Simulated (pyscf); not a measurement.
PySCF, gas phase, ωB97X-D3(BJ)/def2-SVP geometries.

Task: HO–Si(F)(F)–F + water (H₂O) + hydrogen fluoride (HF) -> HO–Si(OH)(F)–F + hydrogen fluoride (HF) + hydrogen fluoride (HF)
Surface: singlet. Broken: F–Si, H–O, F–H. Formed: O–Si, F–H, F–H. Give ΔE‡ and ΔE from ωB97M-D3(BJ)/def2-TZVP, relative to the separated reactants.

Result: ΔE‡ = 1.7 kcal/mol, ΔE = +8.2 kcal/mol. Zero-point energy shifts the barrier by +2.8 kcal/mol. It is a multi-bond step, with an imaginary mode of 748i cm⁻¹. On the reactant side the descent ends in an adduct with a O–Si contact, 5.4 kcal/mol under the separated species and 7.0 kcal/mol under the saddle at ωB97X-D3(BJ)/def2-TZVP. On the product side the descent ends in a bound adduct, 20.9 kcal/mol under the separated species and 14.8 kcal/mol under the saddle at ωB97X-D3(BJ)/def2-TZVP. At ωB97M-D3(BJ) the saddle lies under the separated products, which points to a path from their complex (located at ωB97X-D3(BJ) alone), and parting the products costs more than the saddle. What is counted as formed (O–Si) is already present as a longer contact in the reactant adduct; forming that adduct is a step of its own. The same reactants have a lower exit, to F–Si(F)(F)–F + H₂O + H₂O (highest point, the separated products, at -7.4 kcal/mol at ωB97M-D3(BJ), against +1.7 kcal/mol here). One saddle was located; it need not be the lowest between these sides.
